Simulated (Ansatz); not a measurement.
# Worked example: HOP⁺, quartet against HOP, triplet

Geometry (PBE0/def2-TZVP stationary point of a triplet), kept for both states (HOP, triplet: A''; HOP⁺, quartet: A''):

```yaml
atoms:
  - { symbol: O, position_ang: [0.0000, -0.1018, 1.0417] }
  - { symbol: P, position_ang: [0.0000, 0.0286, -0.5874] }
  - { symbol: H, position_ang: [0.0000, 0.7367, 1.5146] }
```

Basis cc-pVDZ; Ansatz 0.2.0. Correlated methods freeze the noble-gas cores. Prefix R: restricted or restricted open-shell reference; prefix U: unrestricted.

Full CI isn't at hand for all of this; UCCSDTQ serves as the reference, and is uncertain by the last step of the cluster series or more.

Coupled cluster chose its determinant by a search with trial CCSD, here up to 0.12 eV above the lowest Hartree–Fock solution of its kind, and MP2 stands on that determinant too.

| level | E(HOP, triplet) (hartree) | E(HOP⁺, quartet) (hartree) |
| --- | --- | --- |
| UMP2 | -416.428900 | -415.980077 |
| UCCSD(T) | -416.456183 | -416.007882 |
| PBE | -416.886044 | -416.428782 |
| B3LYP | -417.140922 | -416.676522 |
| UCCSDTQ | -416.457460 | -416.009473 |

Problem. Give the vertical gap, HOP⁺ quartet less HOP triplet, at each level in eV (1 hartree = 27.2114 eV), and each error against UCCSDTQ.

Solution. UCCSDTQ: (-416.009473 − (-416.457460)) × 27.2114 = 12.190 eV (the reference)
B3LYP: (-416.676522 − (-417.140922)) × 27.2114 = 12.637 eV, error 0.447 eV
PBE: (-416.428782 − (-416.886044)) × 27.2114 = 12.443 eV, error 0.253 eV
UCCSD(T): (-416.007882 − (-416.456183)) × 27.2114 = 12.199 eV, error 0.009 eV
UMP2: (-415.980077 − (-416.428900)) × 27.2114 = 12.213 eV, error 0.023 eV

Total energies of functionals can't be set beside those of wave-function methods, since they hold the core's correlation and their own absolute errors; only the differences compare.

In so small a basis the reference is far from its limit while semilocal and hybrid functionals are nearer theirs, so the functionals' errors here hold much of the reference's basis and frozen-core error, which can add to them or hide them.

Each level lands on the state that its own search finds. T1 diagnostics of restricted CCSD: 0.021 and 0.049.
